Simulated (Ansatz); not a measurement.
## Scan of H$_{2}$Se, singlet

Starting geometry (PBE0/def2-TZVP stationary point for this spin, not checked as a minimum):

```yaml
atoms:
  - { symbol: Se, position_ang: [0.0000, -0.0256, 0.0000] }
  - { symbol: H, position_ang: [0.0000, 1.0009, -1.0478] }
  - { symbol: H, position_ang: [0.0000, 1.0009, 1.0478] }
```

From there the angle named below is changed in its plane at fixed bond lengths, both arms turning rigidly about the middle atom; atoms are numbered as listed. Energies are in kJ/mol, counted from the starting geometry at the same level. Kohn–Sham curves are unrestricted where that lies lower, except RKS.

Basis cc-pVDZ; Ansatz 0.2.0. Correlated methods freeze the noble-gas cores and the filled d shells of p-block atoms. No spin–orbit coupling is included, and no scalar relativity.

A value is left out where its run failed or describes another state than the reference as far as symmetry and spin tell, or, spin-broken singlets apart, can't be checked.

In so small a basis the reference is far from its limit while semilocal and hybrid functionals are nearer theirs (RPA and double hybrids share much of the reference's basis error), so the functionals' errors here hold much of the reference's basis and frozen-core error, which can add to them or hide them.

Full CI is exact within this basis and frozen core; it isn't the basis-set limit.

| angle H2-Se1-H3 (°) | full CI | SPW92 | PBE | revPBE | r2SCAN | PBE0 | B3LYP | wB97M-V | B2PLYP | RKS PBE0 | RPA-PBE |
| --- | --- | --- | --- | --- | --- | --- | --- | --- | --- | --- | --- |
| 68.0 | 37.2 | 30.6 | 32.6 | 33.3 | 34.9 | 35.8 | 36.6 | 35.7 | 37.4 | 35.8 | 36.7 |
| 91.2 | 0.0 | 0.0 | 0.0 | 0.0 | 0.0 | 0.0 | 0.0 | 0.0 | 0.0 | 0.0 | 0.0 |
| 91.8 | 0.0 | 0.1 | 0.1 | 0.1 | 0.0 | 0.0 | 0.0 | 0.0 | 0.0 | 0.0 | 0.0 |
| 107.6 | 17.4 | 17.6 | 17.7 | 17.6 | 17.9 | 17.3 | 17.3 | 17.2 | 17.3 | 17.3 | 17.7 |
| 124.6 | 70.2 | 67.2 | 68.5 | 68.7 | 70.5 | 69.4 | 69.5 | 69.0 | 70.2 | 69.4 | 70.3 |
| 142.6 | 157.5 | 148.0 | 152.1 | 153.0 | 156.8 | 155.8 | 156.5 | 155.2 | 158.3 | 155.8 | 156.8 |
| 154.6 | 226.8 | 210.8 | 217.9 | 219.6 | 224.0 | 224.0 | 225.8 | 223.8 | 228.4 | 224.0 | 225.4 |
| 180.0 | 331.2 | 297.3 | 310.5 | 313.7 | 315.2 | 320.9 | 326.9 | 324.0 | – | 320.9 | 325.6 |
